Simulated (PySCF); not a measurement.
**NO₂: doublet, from a linear start**

The task is one start of a wider search on NO₂: the doublet, built as linear. It is relaxed, tested by its Hessian and followed downhill if it is a saddle.

Program: PySCF 2.14.0. Level of theory: PBE0, basis N def2-TZVP, O def2-TZVP, no relativity, density fitting. These are calculated values, not measurements.

### 1 Where the work starts

3 atoms, charge 0, spin multiplicity 2.

Bond lengths: N1–O2 1.170 Å, N1–O3 1.170 Å. Angles: O2–N1–O3 180.0°.

```xyz
3
charge 0 multiplicity 2
N     0.0000    0.0000    0.0000
O     0.0000    0.0000    1.1700
O     0.0000    0.0000   -1.1700
```

### 2 Linear start, doublet: relaxation

One driver script runs all steps and calls PySCF; scf.py shows how it sets up the SCF of each step. The optimiser is the driver's own. Before each start the driver seeks the lowest SCF state from one or more starting densities and follows internal instabilities, so scf.py alone need not reach the same state.

The program finds D∞h symmetry in the start, which this walk keeps.

Input file scf.py:

```python
from pyscf import gto, scf, dft
mol = gto.M(atom='''
N      0.000000     0.000000     0.000000
O      0.000000     0.000000     1.170000
O      0.000000     0.000000    -1.170000''',
    basis={'N': 'def2-TZVP', 'O': 'def2-TZVP'},
    charge=0, spin=1)
mf = dft.UKS(mol, xc='PBE0')
mf.grids.atom_grid = (50, 194)
aux = {'N': 'def2-universal-JKFIT', 'O': 'def2-universal-JKFIT'}
mf = mf.density_fit(auxbasis=aux)
mf.kernel()
```

Further steps of the session: Is it a minimum? Harmonic modes; Downhill along the imaginary mode; Frequencies.

What does the calculation give? Wanted: minimum; geometry; wavenumbers; dipole moment; highest occupied, lowest empty level; polar-tensor charge of N1; zero-point energy; atomisation energy; ⟨S²⟩.

**Answer**, as computed:

| quantity | value |
| --- | --- |
| minimum | doublet, C2v |
| geometry | N–O 1.183 Å (×2); O–N–O 134.8° |
| wavenumbers (cm⁻¹) | 782 (a1), 1443 (a1), 1783 (b2) |
| dipole moment | 0.34 D |
| highest occupied, lowest empty level (either spin) | -8.22, -3.63 eV |
| polar-tensor charge of N1 | +0.83 e |
| zero-point energy | 24.0 kJ/mol |
| entropy at 298.15 K | 239.5 J/(mol K) |
| atomisation energy (no zero-point energy) | 978 kJ/mol |
| ⟨S²⟩ | 0.754 |

**Reading.** From D∞h at the start the molecule goes to a C2v minimum, after a stop at a saddle point 157.3 kJ/mol higher, from which it was pushed off along an imaginary mode. The strongest infrared band lies at 1783 cm⁻¹ (b2). Only this shape and spin were tried, so other structures or states may lie lower.
